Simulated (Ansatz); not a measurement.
bcc Mo was calculated with r²SCAN (Ansatz, a program for electronic structure, plane waves, PAW).

Run with plane-wave cutoff 500 eV, 18×18×1 k mesh (along the axes of the cell as run), Fermi–Dirac smearing 0.1 eV, scalar-relativistic PAW data made under PBE.

What does this level give for the surface energy of the (100) face and work function of the (100) face?


- surface energy of the (100) face: 3.47 J/m²
- work function of the (100) face: 3.77 eV

The slab of 8 atoms is relaxed and unreconstructed.
